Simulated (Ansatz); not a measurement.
`FCC1=CC1`, one more setting.

```yaml
crystal:
  periodic: [false, false, false]
  atoms:
    - {symbol: F, position_ang: [-1.973836, -0.357416, -1.346975]}
    - {symbol: C, position_ang: [-0.973817, 0.501079, -0.946501]}
    - {symbol: C, position_ang: [-0.060393, -0.131784, 0.001639]}
    - {symbol: C, position_ang: [0.339182, -1.130219, 0.709590]}
    - {symbol: C, position_ang: [1.166940, 0.111287, 0.825872]}
    - {symbol: H, position_ang: [-1.438459, 1.383752, -0.491068]}
    - {symbol: H, position_ang: [-0.424327, 0.830081, -1.836614]}
    - {symbol: H, position_ang: [0.211015, -2.149289, 1.028697]}
    - {symbol: H, position_ang: [1.096318, 0.728796, 1.723037]}
    - {symbol: H, position_ang: [2.140477, 0.162515, 0.335124]}
basis:
  gaussian: {orbitals: cc-pVTZ}
hamiltonian: {xc: {name: B3LYP}}
scf: {lower_state_search: full}
output: {forces: true}
```

```sh
$ ansatz run in.yaml --threads 2 --pin off --events-out ev --progress --plain --max-ram 4352MiB
```

It prints (some lines left out):

```
Functional definition: B3LYP
1102 factors; their error is unknown
mean field evaluation 1: about -6938.9778 eV, gradient 5.7e1 eV
mean field evaluation 2: about -6935.9834 eV, gradient 6.5e1 eV
mean field evaluation 4: about -6946.2580 eV, gradient 2.9e0 eV
mean field evaluation 8: about -6946.2733 eV, gradient 5.4e-2 eV
mean field evaluation 16: about -6946.2592 eV, gradient 5.2e-4 eV
mean field -6946.25915360 eV, -255.2703155513 hartree, gradient 2.9e-5 eV, S^2 0.000000; 0 other end points of the search recorded, 0 dependent functions left out
reference -6946.25940175 eV, -255.2703246704 hartree; 19, 19 occupied and 201, 201 virtual orbitals, 1102 factors
Total energy: -6946.25940175 eV, -255.2703246704 hartree
Atom 0 at    -1.973836    -0.357416    -1.346975 Å, force    -0.295280    -0.237196    -0.125160 eV/Å
Atom 1 at    -0.973817     0.501079    -0.946501 Å, force     0.172682     0.325091    -0.002532 eV/Å
Atom 2 at    -0.060393    -0.131784     0.001639 Å, force    -0.019988    -0.124188     0.031943 eV/Å
Atom 3 at     0.339182    -1.130219     0.709590 Å, force    -0.131392    -0.201380    -0.014418 eV/Å
Atom 4 at     1.166940     0.111287     0.825872 Å, force     0.291776     0.204046     0.136577 eV/Å
Atom 5 at    -1.438459     1.383752    -0.491068 Å, force     0.023656    -0.029162    -0.037224 eV/Å
Atom 6 at    -0.424327     0.830081    -1.836614 Å, force    -0.035159     0.003570     0.039824 eV/Å
Atom 7 at     0.211015    -2.149289     1.028697 Å, force     0.007866     0.077474    -0.025793 eV/Å
Atom 8 at     1.096318     0.728796     1.723037 Å, force     0.029496    -0.028826    -0.050616 eV/Å
Atom 9 at     2.140477     0.162515     0.335124 Å, force    -0.043657     0.010570     0.047398 eV/Å
Dipole moment:     0.169267     0.173332     0.055756 e Å
```

It took 4.2 s on 2 threads of an Arm Neoverse V2 on a shared host, with 0.47 GiB of host memory at the peak.
